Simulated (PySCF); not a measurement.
Stepwise substitution at one centre (C C2H5-H). Isolated molecules, 0 K electronic values unless said otherwise. One relaxed conformer stands for each flexible species; it need not be the lowest. Strings in code marks are SMILES.

Method: PBE-D3(BJ)/def2-TZVP // PBE-D3(BJ)/def2-SVP in PySCF 2.14.0. Delta-SCF ions had no search for a lower state. Excitations are Tamm–Dancoff values on a coarser integration grid. The basis has no diffuse functions, so Rydberg states are missing or too high.

```json
[
 {"species": "0 of 4 C2H5 replaced by H (`CCC(CC)(CC)CC`)", "T1 excitation (TDA) (eV)": "6.97", "vertical ionisation energy (Delta-SCF) (eV)": "[?]", "S1 oscillator strength": "0.002", "HOMO (eV)": "-6.95"},
 {"species": "1 of 4 C2H5 replaced by H (`CCC(CC)CC`)", "T1 excitation (TDA) (eV)": "7.58", "vertical ionisation energy (Delta-SCF) (eV)": "–", "S1 oscillator strength": "[?]", "HOMO (eV)": "-7.18"},
 {"species": "2 of 4 C2H5 replaced by H (`C(CC)CC` (C–C–C–C torsion -180°, C–C–C–C torsion -180°))", "T1 excitation (TDA) (eV)": "7.74", "vertical ionisation energy (Delta-SCF) (eV)": "10.27", "S1 oscillator strength": "0.000", "HOMO (eV)": "-7.48"},
 {"species": "3 of 4 C2H5 replaced by H (`C(C)C`)", "T1 excitation (TDA) (eV)": "[?]", "vertical ionisation energy (Delta-SCF) (eV)": "10.98", "S1 oscillator strength": "[?]", "HOMO (eV)": "-7.66"},
 {"species": "4 of 4 C2H5 replaced by H", "T1 excitation (TDA) (eV)": "–", "vertical ionisation energy (Delta-SCF) (eV)": "13.85", "S1 oscillator strength": "–", "HOMO (eV)": "-9.38"}
]
```

**Question.** Complete the blanks.

**Answer.** 
- 0 of 4 C2H5 replaced by H (`CCC(CC)(CC)CC`), vertical ionisation energy (Delta-SCF) (eV): 9.37
- 1 of 4 C2H5 replaced by H (`CCC(CC)CC`), S1 oscillator strength: 0.000
- 3 of 4 C2H5 replaced by H (`C(C)C`), T1 excitation (TDA) (eV): 7.94
- 3 of 4 C2H5 replaced by H (`C(C)C`), S1 oscillator strength: 0.003
